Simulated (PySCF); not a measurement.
Dipole moment and polarisability of hydrogen chloride

Hydrogen chloride, HCl.
SMILES with atom numbers: `[ClH:1]` (hydrogens: H2 on Cl1)

Cartesian coordinates in Å at the GFN2-xTB level; atoms count from 1:
```
atom  x, y, z in Å
Cl1    0.640   -0.003   -0.003
H2    -0.637    0.004   -0.011
```

Level: CAM-B3LYP/def2-SVPD (PySCF), static field, nuclei fixed, core orbitals frozen in the response. The polarisability tensor in these axes (au):

```
x   18.23 -0.01  0.01
y   -0.01 16.69  0.00
z    0.01  0.00 16.69
```

Problem. Diagonalise the tensor; give its mean and Δα, where Δα² is half the sum of the squared differences of the eigenvalues.

Solution. Principal values 16.69, 16.69 and 18.23 au; mean 17.21 au = 2.55 Å³ = 2.84 × 10⁻⁴⁰ C²·m²/J; Δα = 1.54 au (9 % of the mean).

Problem. What is the dipole moment, and where does it point?

Solution. (-1.16, 0.01, -0.01) D, 1.16 D in size, pointing from the negative to the positive side. Measured along this direction, the outermost atoms are Cl1 at the negative end and H2 at the positive end.

Problem. Find the Langevin capture rate constant for O2+ (31.990 u) meeting this molecule (35.977 u), k = 2.342 × 10⁻⁹ cm³/s × √(α in Å³ / reduced mass in u).

Solution. The reduced mass is 16.93 u, so k = 0.91 × 10⁻⁹ cm³/s. The formula leaves out the permanent dipole, which adds to the capture rate.

Problem. In a dilute gas of rigid molecules at 298 K, how does the orientational term μ²/3kT compare with the electronic polarisability?

Solution. In Gaussian units μ²/3kT = 10.92 Å³ against 2.55 Å³, a ratio of 4.28; the Debye molar polarisation (4π/3)N_A(α + μ²/3kT) is 34.0 cm³/mol, leaving out the vibrational part.

Problem. What depolarisation ratio follows for Rayleigh scattering of linearly polarised light, taking the static tensor?

Solution. ρ = 3Δα²/(45ᾱ² + 4Δα²) = 7.1/(13321 + 9.4) ≈ 0.000532.

Geometry: GFN2-xTB; no solvent, vibrations or thermal averaging.
